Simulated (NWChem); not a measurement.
# One shape, several levels: BCl2 (SMILES Cl[B]Cl)

Wanted: a comparison of 6 runs (UHF/STO-3G, UHF/cc-pVTZ, UHF/def2-TZVP, UPBE0/def2-SVP, UB3LYP/6-31G*, U-r2SCAN/def2-TZVP) of BCl2. 

Program for the calculation: NWChem 7.3.0.

## 1. The molecule

The species is BCl2 (3 atoms), meant as a doublet with charge 0. SMILES: `Cl[B]Cl`. Geometry: relaxed at PBE0-D4/def2-TZVP.

Bond lengths: Cl1–B2 1.720 Å, B2–Cl3 1.720 Å. Angles: Cl1–B2–Cl3 125.4°.

## 2. Energy and forces at UHF/STO-3G (run 1)

The input, a.nw:

```
start a
title "BCl2 hf"
memory total 2200 mb

geometry units angstroms noautosym nocenter noautoz
 Cl       0.371500      -1.525600       0.030000
 B       -0.463900      -0.050300      -0.256900
 Cl       0.081500       1.511100       0.213700
end

basis "ao basis" spherical bse
 * library STO-3G
end

scf
 doublet
 uhf
 thresh 1e-08
 maxiter 80
end

task scf gradient
```

Run with:

```
$ nwchem a.nw > a.out
```

The log of the run:

```text
[...]
  functions       =    23
[...]
  wavefunction    = UHF
[...]
         Total SCF energy =   -933.531312277977
      One electron energy =  -1495.131274549496
      Two electron energy =    459.240876395618
 Nuclear repulsion energy =    102.359085875901
                       Sz =      0.5000
                 Sz(Sz+1) =      0.7500
                      S^2 =      0.7537
[...]
                         UHF ENERGY GRADIENTS
    atom               coordinates                        gradient
                 x          y          z           x          y          z
   1 Cl      0.702033  -2.882966   0.056692   -0.015338   0.025454  -0.005450
   2 B      -0.876644  -0.095053  -0.485471    0.025649   0.001567   0.014067
   3 Cl      0.154013   2.855565   0.403834   -0.010312  -0.027022  -0.008617
[...]
```

Run time: 1.4 s. Hardware: 1 thread of Intel Xeon Platinum 8488C (Sapphire Rapids), shared host; peak memory 0.097 GiB.

## 3. Energy and gradient at UHF/cc-pVTZ (run 2)

The input, bcl2.nw:

```
start bcl2
memory stack 880 mb heap 220 mb global 1100 mb
charge 0

geometry noautosym nocenter noautoz
 Cl       0.371500      -1.525600       0.030000
 B       -0.463900      -0.050300      -0.256900
 Cl       0.081500       1.511100       0.213700
end

basis spherical bse
 * library cc-pVTZ
end

scf
 doublet
 uhf
 thresh 1e-08
 maxiter 80
 print medium
end

task scf gradient
```

Run with:

```
$ nwchem bcl2.nw > bcl2.out
```

The log of the run:

```text
[...]
  functions       =    98
[...]
  wavefunction    = UHF
[...]
         Total SCF energy =   -943.749754614731
      One electron energy =  -1506.801851492638
      Two electron energy =    460.693011002006
 Nuclear repulsion energy =    102.359085875901
                       Sz =      0.5000
                 Sz(Sz+1) =      0.7500
                      S^2 =      0.7556
[...]
                         UHF ENERGY GRADIENTS
    atom               coordinates                        gradient
                 x          y          z           x          y          z
   1 Cl      0.702033  -2.882966   0.056692   -0.003991   0.006702  -0.001409
   2 B      -0.876644  -0.095053  -0.485471    0.006654   0.000394   0.003648
   3 Cl      0.154013   2.855565   0.403834   -0.002664  -0.007096  -0.002239
[...]
```

It took 85 s on 1 thread of Intel Xeon Platinum 8488C (Sapphire Rapids), shared host; peak memory 0.11 GiB.

Runs 3 to 5 aren't shown in full; the table further down has their settings and results.

## 4. Energy and gradient at U-r2SCAN/def2-TZVP (run 6)

The input, mol.xyz:

```xyz
3
BCl2
Cl     0.371500    -1.525600     0.030000
B     -0.463900    -0.050300    -0.256900
Cl     0.081500     1.511100     0.213700
```

The input, run.py:

```python
from ase.io import read
from ase.calculators.nwchem import NWChem

atoms = read('mol.xyz')

calc = NWChem(
    label='mol',
    theory='dft',
    memory='2200 mb',
    basis='def2-TZVP',
    basispar='spherical bse',
    dft={'xc': 'r2scan', 'mult': '2', 'grid': 'fine', 'convergence': 'energy 1e-08', 'iterations': '100', 'mulliken': None},
)
atoms.calc = calc

forces = atoms.get_forces()
print(f"energy = {atoms.get_potential_energy():.6f} eV")
print("forces (eV/A):")
for s, f in zip(atoms.symbols, forces):
    print(f"{s:2s} {f[0]:10.5f} {f[1]:10.5f} {f[2]:10.5f}")
```

Run with:

```
$ export ASE_NWCHEM_COMMAND="nwchem PREFIX.nwi > PREFIX.nwo"
$ python run.py
```

The log of the run:

```text
energy = -25720.596788 eV
forces (eV/A):
Cl    0.07533   -0.13807    0.02530
B    -0.12326   -0.00668   -0.06752
Cl    0.04787    0.14475    0.04217
```

The calculator wrote mol.nwi:

```
title "mol"

permanent_dir mol

scratch_dir mol

start mol

geometry units angstrom nocenter noautosym noautoz
  Cl 3.7150000000000000e-01 -1.5256000000000001e+00 2.9999999999999999e-02
  B  -4.6389999999999998e-01 -5.0299999999999997e-02 -2.5690000000000002e-01
  Cl 8.1500000000000003e-02 1.5111000000000001e+00 2.1370000000000000e-01
end

memory 2200 mb

basis spherical bse noprint
   * library def2-TZVP
end

dft
  xc r2scan
  mult 2
  grid fine
  convergence energy 1e-08
  iterations 100
  mulliken
end

task dft gradient
```

mol.nwo:

```text
Northwest Computational Chemistry Package (NWChem) 7.3.0
             --------------------------------------------------------

           Job information
           ---------------

    nwchem branch   = 7.3.0
    use scalapack   = T
    input           = mol.nwi
    prefix          = mol.
    data base       = mol/mol.db
    status          = startup
    nproc           =        1

           Memory information
           ------------------

[... 5 lines left out ...]
    hardfail = no
[... 102 lines left out ...]
          Convergence on energy requested:  1.00D-08
[... 25 lines left out ...]
          total energy or number of iterations.
[... 78 lines left out ...]
      One electron energy =    -1507.133816545307
[... 1637 lines left out ...]
          Convergence on energy requested:  1.00D-08
[... 25 lines left out ...]
          total energy or number of iterations.
[... 34 lines left out ...]
                 ----------------------------------------
                 |  Time  |  1-e(secs)   |  2-e(secs)   |
                 ----------------------------------------
                 |  CPU   |       0.01   |       4.74   |
                 ----------------------------------------
                 |  WALL  |       0.01   |       4.74   |
                 ----------------------------------------

 Task  times  cpu:       34.9s     wall:       34.9s
 Total times  cpu:       35.0s     wall:       35.0s
```

It took 37 s on 1 thread of Intel Xeon Platinum 8488C (Sapphire Rapids), shared host; peak memory 0.13 GiB.

## 5. All runs side by side

| run | level | iteration cap | module | energy (Eh) | dipole moment (D) | HOMO energy (eV) | LUMO energy (eV) | wall time |
| --- | --- | --- | --- | --- | --- | --- | --- | --- |
| 1 | UHF/STO-3G | 80 | scf | -933.531312 | 1.09 | -8.70 | 4.73 | 1.4 s |
| 2 | UHF/cc-pVTZ | 80 | scf | -943.749755 | 0.03 | -9.88 | 1.69 | 85 s |
| 3 | UHF/def2-TZVP | 80 | scf | -943.734928 | 0.02 | -9.87 | 1.66 | 32 s |
| 4 | UPBE0/def2-SVP | 100 | dft | -944.609319 | 0.45 | -6.27 | -1.74 | 9.6 s |
| 5 | UB3LYP/6-31G* (Cartesian functions) | 100 | dft | -945.244670 | 0.17 | -6.01 | -2.06 | 12 s |
| 6 | U-r2SCAN/def2-TZVP | 100 | dft | -945.214506 | 0.31 | -5.53 | -2.75 | 37 s |

## 6. Results

| quantity | value |
| --- | --- |
| run 6: total energy | -945.21451 Eh |
| run 6: dipole moment | 0.31 D |
| run 6: HOMO energy (highest over α and β) | -5.53 eV |
| run 6: LUMO energy (lowest over α and β) | -2.75 eV |
| run 6: ⟨S²⟩ | 0.755 |
| run 6: largest force on an atom | 0.159 eV/Å |

In words: The dipole moment (its size) runs from 0.02 D (UHF/def2-TZVP) to 1.09 D (UHF/STO-3G). Totals of different functionals can't be ranked against each other. In run 1 the basis is minimal, so the values are rough. All runs together took 2.9 min, the longest 85 s.
